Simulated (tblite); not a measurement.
Compound: C₃H₃FNS (doublet state).
Z-matrix (Å and degrees, GFN2-xTB geometry), rows numbered from 1:
```
N 
C   1  1.1435
C   2  1.4594  1  174.63
F   3  1.3862  2  109.61  1  -126.79
C   3  1.4875  2  108.01  1    -4.91
S   5  1.7143  3  122.05  2   -76.09
H   3  1.1001  2  109.47  1   116.16
H   5  1.0736  3  118.48  2    80.66
H   6  1.3368  5   96.25  3   -23.34
```

Calculated harmonic vibrations of the isolated species, GFN2-xTB (tblite), most abundant isotopes, no scaling. Errors from tens to a few hundred cm⁻¹ against measured bands are possible. Modes of hydrogen on sulfur can be 10 to 20 % off. One conformer, not necessarily the lowest. Open shells enter through the occupations alone, without spin polarisation, and single modes of such species can be off by tens of per cent.

Harmonic wavenumbers (cm⁻¹): 60.0, 141.9, 189.3, 237.7, 286.2, 434.5, 498.1, 538.3, 628.8, 764.4, 884.4, 934.1, 983.5, 1079.7, 1181.8, 1234.2, 1236.6, 2375.6, 2395.1, 2884.0, 3146.5.

A = 4340, B = 2088, C = 1668 MHz; mass 103.997 u (most abundant isotopes); point group C1, symmetry number 1; spin multiplicity 2.

**Question.** What is the zero-point energy?

**Answer.** Half the sum of the wavenumbers: 11057 cm⁻¹ = 31.61 kcal/mol.

**Question.** What is S at 298.15 K and 1 bar for an ideal gas of classical rigid rotors and harmonic oscillators?

**Answer.** Translation 39.86, rotation 27.45, vibration 16.06, spin (R ln 2) 1.38: S = 84.8 cal/(mol K).

**Question.** And Cp and H(298.15 K) − H(0)?

**Answer.** Cp = 24.93 cal/(mol K), of which vibrations give 16.98 (their classical limit is 21 R = 41.7); H(298.15 K) − H(0) = 4.97 kcal/mol without the zero-point energy, 2.60 from vibrations.

**Question.** Blend soft modes into free rotors: weight 1/[1 + (100 cm⁻¹/ν̃)⁴] for the oscillator and the rest for a rotor with moment μB/(μ + B), μ = h/(8π²ν), B = 10⁻⁴⁴ kg m². What vibrational entropy results?

**Answer.** 15.05 cal/(mol K) in place of 16.06, which changes −T·S at 298.15 K by +0.30 kcal/mol.

**Question.** Which modes carry the vibrational entropy at 298.15 K?

**Answer.** 60.0 cm⁻¹: 4.46; 141.9 cm⁻¹: 2.78; 189.3 cm⁻¹: 2.23; 237.7 cm⁻¹: 1.82; 286.2 cm⁻¹: 1.50; 434.5 cm⁻¹: 0.84 cal/(mol K); the other 15 give 2.43 together.

**Question.** What must be added to the electronic energy to get the Gibbs energy at 298.15 K and 1 bar?

**Answer.** ZPE + [H(298.15 K) − H(0)] − T·S = 31.61 + 4.97 − 25.27 = 11.31 kcal/mol.

Hindered rotation and anharmonicity are outside this model. Other conformers, if any are populated, would add a mixing term that is left out. The structure is chiral; the term R ln 2 for an equal mix with its mirror image is left out.

Hardware: one thread of an Arm Neoverse V2, no GPU (shared host). Cost: 0.13 s. The figure is for the frequency step alone.
